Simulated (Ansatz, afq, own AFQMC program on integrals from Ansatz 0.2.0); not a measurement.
**Atomization energy of GeH$_{2}$O, singlet**

```xyz
4

Ge    0.0000    0.0000    0.2692
O     0.0000    0.0000   -1.3631
H     0.0000    1.2866    1.1183
H     0.0000   -1.2866    1.1183
```

Connectivity, by distances: GeH2–O.

Atoms in their ground-state spins without spin–orbit coupling (mostly on UHF) minus the molecule (RHF), without zero-point energy. The geometry is a stationary point, not shown to be a minimum.

Basis cc-pVDZ. Noble-gas cores (and the filled d shells of Ga–Kr and In–Xe) are frozen. AFQMC by an in-house program on the Cholesky factors that Ansatz 0.2.0 writes for its CCSD(T) run. ph-AFQMC/CISD is guided by a CISD state made of CCSD amplitudes; releasing the constraint for a short imaginary time cuts its bias at the price of noise, slowly where states lie close. Uncertainties: one standard error, sampling alone. No spin–orbit coupling. The errors of all members are added in quadrature.

No full CI on the walks' own integrals is used here; CCSDT(Q) serves as the reference and is uncertain by about the last step of the cluster series. Each member takes its own surest rung, up to full CI.

The best estimate is CCSD(T) at the basis-set limit (CBS: def2-TZVPP and def2-QZVPP, with their diffuse functions for anions and beside diffuse sets, CCSD(T) itself extrapolated) plus the step from CCSD(T) to CCSDT(Q) in cc-pVDZ. Rows without CBS are in cc-pVDZ, the functionals in def2-TZVP; B2PLYP and the wave-function rows carry a basis error of their own. Core correlation and relativity beyond core potentials are missing, and ± holds the sampling alone.

Cautions: inner d shell frozen; no relativity below Rb; no spin-orbit coupling; GeH₂O (singlet): higher spins were not checked, restricted determinant unstable towards unrestricted (UHF 8 meV lower, ⟨S²⟩ 0.22), raised T1 diagnostic (T1 0.031, weight of the determinant 0.87, largest double 0.11), the ph-AFQMC/CISD walk drifts between its halves (2.0 errors).

Best estimate: 11.170 eV.

```csv
level,atomization energy (eV),error against the best estimate (eV)
HF,5.804,-5.366
MP2,10.034,-1.137
CCSD,9.470,-1.701
CCSD(T),9.745,-1.425
CCSDT,9.756,-1.415
CCSDT(Q),9.799,-1.371
ph-AFQMC/CISD,9.790 ± 0.022,-1.381 ± 0.022
released AFQMC,9.732 ± 0.037,-1.438 ± 0.037
HF/CBS,6.343,-4.828
MP2/CBS,11.498,0.328
CCSD(T)/CBS,11.117,-0.054
PBE,11.245,0.075
r2SCAN,11.047,-0.124
PBE0,10.645,-0.525
B3LYP,10.829,-0.341
wB97M-V,10.833,-0.337
B2PLYP,10.879,-0.292
```

Correlation beyond CCSD(T) adds 0.054 eV. Going to the basis-set limit adds 1.372 eV at CCSD(T). The perturbative (T) step is worth +0.276 eV.

Best estimates are given only where the step beyond CCSD(T) is under 0.3 eV and no member's determinant is very poor (T1 over 0.05, or 0.07 for open shells, ⟨S²⟩ too high by 0.3, two states mixed), so the hardest cases are missing from such tables.

The functionals ran in a triple-zeta set and keep a basis error of their own, a few kJ/mol for each bond in atomization energies and more for double hybrids, so close places among them and the extrapolated levels can swap.

CCSDT and higher add their correlation energy to the determinant of the CCSD(T) run, since their own runs factorise the integrals more tightly (a shift of under 2 meV). Each member of a difference takes its own highest rung, so a best estimate needn't equal the limit plus the step of one row. A walk keeps the symmetry of its determinant, which the program's search chose and which needn't be the lowest solution, so a lower state of the same spin and another symmetry isn't excluded. Released energies are given only where the last usable release times agree within the noise; a slower fall can still hide under it.
